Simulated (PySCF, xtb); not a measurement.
C6H6, SMILES c1ccccc1.

GFN2-xTB (xtb 6.7.1) at its own geometry gives an orbital gap of 4.93 eV and a dipole moment of 0.00 D.

The structure is a stationary point at TPSSh-D3(BJ)/def2-SVP.

Task: What does PBE/def2-TZVP run with PySCF give? (An estimate is asked for; the answer gives what the named calculation found.)

Result: gap 5.11 eV (levels -6.29 and -1.17 eV), dipole 0.00 D.
